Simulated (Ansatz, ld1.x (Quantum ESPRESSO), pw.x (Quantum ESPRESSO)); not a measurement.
From atom to crystal: TM potential for aluminium (Al)

| Property | Result |
| --- | --- |
| Element | aluminium (Al) |
| Generator | ld1.x (Quantum ESPRESSO) 7.5 |
| Type | norm-conserving Troullier–Martins (Kleinman–Bylander form) |
| Functional | PBE |
| Relativity | scalar-relativistic |
| Frozen core | [Ne] |
| Valence charge | 3 |
| Reference configuration | 3s2 3p1 |
| Partial waves | 3p (bound): rc 2.85 bohr; 3s (bound): rc 2.30 bohr |
| Local potential | the s channel |
| Core correction | none |

Crystal test: fcc Al in pw.x 7.5, no spin, 14³ k-points, Fermi–Dirac smearing 0.01 Ry, cutoffs 35/140 Ry. The lattice is a test structure that the element need not adopt, and mesh and smearing are coarse.

pw.x input:

```
&control
  calculation='scf', prefix='x', pseudo_dir='./', outdir='./tmp', tstress=.true., disk_io='low'
/
&system
  ibrav=0, nat=1, ntyp=1, ecutwfc=35, ecutrho=140, nbnd=8,
  occupations='smearing', smearing='fd', degauss=0.01
/
&electrons
  conv_thr=1e-09, mixing_beta=0.4, electron_maxstep=70
/
ATOMIC_SPECIES
Al 1.0 Al.UPF
CELL_PARAMETERS angstrom
  0.00000000 2.02172157 2.02172157
  2.02172157 0.00000000 2.02172157
  2.02172157 2.02172157 0.00000000
ATOMIC_POSITIONS crystal
Al 0.0000 0.0000 0.0000
K_POINTS automatic
14 14 14 0 0 0
```

```bash
pw.x < Al.scf.in > Al.scf.out
```

Q: How does the run end?

A: It converges; the pressure is 6.83 GPa against -0.17 GPa from all-electron LAPW. The largest radius (2.85 bohr) exceeds half the bond length (2.70 bohr), so the spheres overlap, which is one possible source of error among others. This is a poor potential for the solid. The atomic tests give no hint of an error of this size, and its cause was not traced. The log shows:

```
Message from routine setup:
     using ibrav=0 with symmetry is DISCOURAGED, use correct ibrav instead
     lattice parameter (alat)  =       5.4030  a.u.
     unit-cell volume          =     111.5297 (a.u.)^3
     number of electrons       =         3.00
     number of Kohn-Sham states=            8
     kinetic-energy cutoff     =      35.0000  Ry
     charge density cutoff     =     140.0000  Ry
     scf convergence threshold =      1.0E-09
     Exchange-correlation= PBE
     number of k points=   104  Fermi-Dirac smearing, width (Ry)=  0.0100
     iteration #  1     ecut=    35.00 Ry     beta= 0.40
     total energy              =      -4.12990626 Ry
     estimated scf accuracy    <       0.00629884 Ry
     iteration #  2     ecut=    35.00 Ry     beta= 0.40
     total energy              =      -4.12986524 Ry
     estimated scf accuracy    <       0.00216901 Ry
     iteration #  3     ecut=    35.00 Ry     beta= 0.40
     total energy              =      -4.12989460 Ry
     estimated scf accuracy    <       0.00000235 Ry
     iteration #  4     ecut=    35.00 Ry     beta= 0.40
     total energy              =      -4.12989498 Ry
     estimated scf accuracy    <       0.00000045 Ry
     iteration #  5     ecut=    35.00 Ry     beta= 0.40
     total energy              =      -4.12989499 Ry
     estimated scf accuracy    <          6.6E-09 Ry
     iteration #  6     ecut=    35.00 Ry     beta= 0.40
     the Fermi energy is     8.1730 ev
!    total energy              =      -4.12989499 Ry
     estimated scf accuracy    <          6.7E-10 Ry
     smearing contrib. (-TS)   =      -0.00204016 Ry
     The total energy is F=E-TS. E is the sum of the following terms:
     one-electron contribution =       2.86788816 Ry
     hartree contribution      =       0.00743993 Ry
     xc contribution           =      -1.60287429 Ry
     ewald contribution        =      -5.40030864 Ry
     convergence has been achieved in   6 iterations
          total   stress  (Ry/bohr**3)                   (kbar)     P=       68.31
```
